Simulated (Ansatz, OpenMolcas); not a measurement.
Errors in the atomisation enthalpy at 298 K

8 molecules of light elements (H to F); the atomisation enthalpy at 298 K in kJ/mol, computed less measured. Shapes, held fixed at every level: PBE0-D4/def2-TZVP. Flexible molecules stand in one conformer, not always the lowest. Thermal terms are harmonic and unscaled (B3LYP-D4/def2-TZVP, PBE0-D4/def2-TZVP); the spin-orbit lowering of the free atoms is taken from their spectra. Programs: Ansatz 0.2.0, OpenMolcas 26.06. A level may come from different programs for different species; with the same settings they agree closely. Measured values: Active Thermochemical Tables, NIST-JANAF tables.

Levels: A = SVWN5/def2-TZVPP; B = PBE/def2-TZVPP; C = B3LYP/6-31G* (spherical functions); D = B2PLYP/STO-3G.

| molecule | from tabulated heats | A | B | C | D |
| --- | --- | --- | --- | --- | --- |
| NOF (SMILES O=NF) | 867 | +365 | +160 | +13 | -292 |
| O3 (ozone) | 606 | +393 | +149 | -37 | -205 |
| BHF2 (SMILES FBF) | 1681 | +255 | +33 | +13 | +87 |
| B(OH)O (oxoborinic acid) | 1847 | +310 | +50 | -46 | -84 |
| CHFO (formyl fluoride) | 1646 | +343 | +84 | -8 | -174 |
| CH3F (fluoromethane) | 1687 | +247 | +24 | -7 | +134 |
| CH3O (hydroxymethyl radical) | 1636 | +281 | +47 | -23 | +34 |
| H3NO (hydroxylamine) | 1419 | +293 | +50 | -41 | -123 |

(1) Which level does best on this set, which worst, and which err to one side?

Answers

(1) 
```json
{"level": "SVWN5/def2-TZVPP", "kind": "LDA", "mean error": "+310.9", "mean absolute error": "310.9", "worst case": "O3"}
{"level": "PBE/def2-TZVPP", "kind": "GGA", "mean error": "+74.6", "mean absolute error": "74.6", "worst case": "NOF"}
{"level": "B3LYP/6-31G* (spherical functions)", "kind": "global hybrid", "mean error": "-17.0", "mean absolute error": "23.5", "worst case": "B(OH)O"}
{"level": "B2PLYP/STO-3G", "kind": "double hybrid", "mean error": "-77.9", "mean absolute error": "141.6", "worst case": "NOF"}
```

On this set B3LYP/6-31G* (spherical functions) has the smallest mean absolute error and SVWN5/def2-TZVPP the largest. SVWN5/def2-TZVPP is too high in 8 of 8; PBE/def2-TZVPP is too high in 8 of 8; B3LYP/6-31G* (spherical functions) is too low in 6 of 8. The tabulated values of NOF, BHF2, B(OH)O are in doubt (older tables, estimates, or at odds with other calculations) and kept here. Over the 5 molecules whose values aren't doubted the mean absolute errors are A 311.4; B 70.8; C 23.2; D 134.0. Rows in very small basis sets show the basis more than the method. Open shells run unrestricted. The set is small.
